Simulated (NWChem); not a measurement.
System: hydrogen chloride (HCl); SMILES Cl

NWChem input:

```
start job
memory heap 200 mb stack 900 mb global 1100 mb
geometry units angstroms noautoz
  Cl     0.000000     0.000000     0.080452
  H      0.000000     0.000000    -1.215592
end
basis spherical
  * library def2-tzvp
end
dft
  xc mpw1k
  iterations 150
  mulliken
end
task dft energy
```

All runs use the structure optimised with PBE-D3(BJ)/def2-SVP.

Problem. Give the results of this calculation. (MPW1K/def2-TZVP.) Quantities: energy (Ha); highest occupied level (eV); orbital gap (eV); dipole (D).

Solution. 
```json
{
 "energy (Ha)": "-460.84",
 "highest occupied level (eV)": "-10.49",
 "orbital gap (eV)": "11.37",
 "dipole (D)": "1.30"
}
```
